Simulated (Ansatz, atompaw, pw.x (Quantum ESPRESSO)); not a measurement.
What a changed setting does to a pw.x run (sc H)

Potential: PAW, atompaw 4.2.0.5, PBEsol; core none, reference 1s1; waves: 1s (bound): rc 1.16 bohr; 1s channel at 0.5 Ry: rc 1.16 bohr; 2p channel at 0.3 Ry: rc 1.16 bohr; local part: troulliermartins scheme with l = 2 at 0 Ry, radius 1.06 bohr; core correction: none; augmentation: sinc compensation charge, radius 1.02 bohr; PAW radius 1.16 bohr; waves and projectors: custom polynom2 7 10 vanderbiltortho.

The reference run (k-mesh 18³, cutoffs 40/400 Ry, Fermi–Dirac 0.01 Ry, mixing_beta 0.4, conv_thr 1e-9, no spin) gives 1.87 GPa at 2.993 Å³/atom, where all-electron LAPW gives 1.30 GPa. This run, with its own iteration cap, changes k-mesh points per axis to 4.

```
&control
  calculation='scf', prefix='x', pseudo_dir='./', outdir='./tmp', tstress=.true., disk_io='none'
/
&system
  ibrav=0, nat=1, ntyp=1, ecutwfc=40, ecutrho=400, nbnd=7,
  occupations='smearing', smearing='fd', degauss=0.01
/
&electrons
  conv_thr=1e-09, mixing_beta=0.4, electron_maxstep=60
/
ATOMIC_SPECIES
H 1.0 H.UPF
CELL_PARAMETERS angstrom
  1.44112695 0.00000000 0.00000000
  0.00000000 1.44112695 0.00000000
  0.00000000 0.00000000 1.44112695
ATOMIC_POSITIONS crystal
H 0.0000 0.0000 0.0000
K_POINTS automatic
4 4 4 0 0 0
```

```bash
pw.x < H.scf.in > H.scf.out
```

Q: How does the run end?

A: It converges in 5 iterations; the free energy moves by -115.9 meV/atom and the pressure by -2.46 GPa.

```
Message from routine setup:
     using ibrav=0 with symmetry is DISCOURAGED, use correct ibrav instead
     lattice parameter (alat)  =       2.7233  a.u.
     unit-cell volume          =      20.1978 (a.u.)^3
     number of electrons       =         1.00
     number of Kohn-Sham states=            7
     kinetic-energy cutoff     =      40.0000  Ry
     charge density cutoff     =     400.0000  Ry
     scf convergence threshold =      1.0E-09
     Exchange-correlation= SLA PW PSX PSC
     number of k points=    10  Fermi-Dirac smearing, width (Ry)=  0.0100
     iteration #  1     ecut=    40.00 Ry     beta= 0.40
     total energy              =      -1.08935000 Ry
     estimated scf accuracy    <       0.00035516 Ry
     iteration #  2     ecut=    40.00 Ry     beta= 0.40
     total energy              =      -1.08935577 Ry
     estimated scf accuracy    <       0.00012711 Ry
     iteration #  3     ecut=    40.00 Ry     beta= 0.40
     total energy              =      -1.08935602 Ry
     estimated scf accuracy    <          7.1E-09 Ry
     iteration #  4     ecut=    40.00 Ry     beta= 0.40
     total energy              =      -1.08935603 Ry
     estimated scf accuracy    <       0.00000001 Ry
     iteration #  5     ecut=    40.00 Ry     beta= 0.40
     the Fermi energy is     5.1799 ev
!    total energy              =      -1.08935604 Ry
     estimated scf accuracy    <          2.6E-12 Ry
     smearing contrib. (-TS)   =      -0.00168960 Ry
     convergence has been achieved in   5 iterations
          total   stress  (Ry/bohr**3)                   (kbar)     P=       -5.93
     Message from routine punch:
     Nothing written, as per user request (disk_io='none')
```

The run took about 1 s on one core of a shared server CPU.
